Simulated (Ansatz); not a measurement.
A made-up structure of SiNH₃S, singlet:

```
6
angstrom
N -0.5091 0.2500 -0.5016
Si 0.4264 -0.1726 0.4372
S 0.9337 -1.8838 0.2577
H -0.7386 1.1600 -0.3573
H -0.8912 -0.3880 -1.2617
H 0.7789 1.0344 1.4257
```

It is relaxed with PBE-D4/def2-SVP and then PBE0-D4/def2-TZVP (Ansatz 0.2.0). Atoms count as bonded within 1.22 times the sum of their covalent radii (H–H: 0.88 Å). The end point is not checked to be a true minimum.

**Question.** Does its bonding change? (Judge from chemistry; the calculation decides.)

**Answer.** By the calculation: No: no bond forms or breaks.

Where it ends: The first stage lowers the energy by 4.01 eV in 7 steps. It ends as SiNH₃S ([NH2][SiH][S]):
| atom | x (Å) | y (Å) | z (Å) |
| --- | --- | --- | --- |
| N1 | -0.6141 | 0.3640 | -0.5758 |
| Si2 | 0.5120 | -0.2685 | 0.4961 |
| S3 | 1.2188 | -2.0737 | 0.5156 |
| H4 | -0.9427 | 1.3146 | -0.5331 |
| H5 | -1.0209 | -0.1773 | -1.3213 |
| H6 | 0.8468 | 0.8409 | 1.4185 |

Labels in which every atom is bracketed show which atoms are joined, not bond orders.

For scale, one of the runs: PBE0-D4/def2-TZVP relaxation, 123 basis functions, launched by `ansatz run in.yaml --threads 2 --pin off --events-out ev --progress --plain --max-ram 4352MiB`. The run took about 14 s on 2 CPU threads of an Arm Neoverse V2 (shared host).
